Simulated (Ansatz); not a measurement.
For 1T (CdI2-type) HfS₂, PBEsol (Ansatz, an electronic-structure program, PAW) gives:

lattice parameter a: 3.592 Å
c axis length: 5.941 Å

Problem. What does PBE0-D4 (Ansatz, PAW) give for the same quantities?

Solution. 
- lattice constant a: 3.619 Å (goes up by 0.8 %)
- lattice parameter c: 5.854 Å (drops by 1.5 %)

For comparison: lattice constant a 3.635 Å (measured, temperature not stated, no zero-point or thermal correction; as tabulated in Björkman (2014), arXiv:1406.2436); lattice parameter c 5.83 Å (measured, temperature not stated, zero-point anharmonic expansion removed (computed with revB86b-DF2); no thermal correction; as tabulated in Björkman (2014), arXiv:1406.2436).

Changes are worked out from the printed values.

Unless a cell is named, each level is at its own relaxed cell (PBEsol 22.13, PBE0-D4 22.13 Å³/atom).

Levels without +SOC leave out spin–orbit coupling, which shifts energies and cells of such heavy elements.

Caveats: the cell comes from a level without a dispersion term, which matters for the spacing of layers, chains or molecules (PBEsol). Ansatz's density-functional and Hartree–Fock values are scalar-relativistic unless marked +SOC, with PAW data made under PBE.
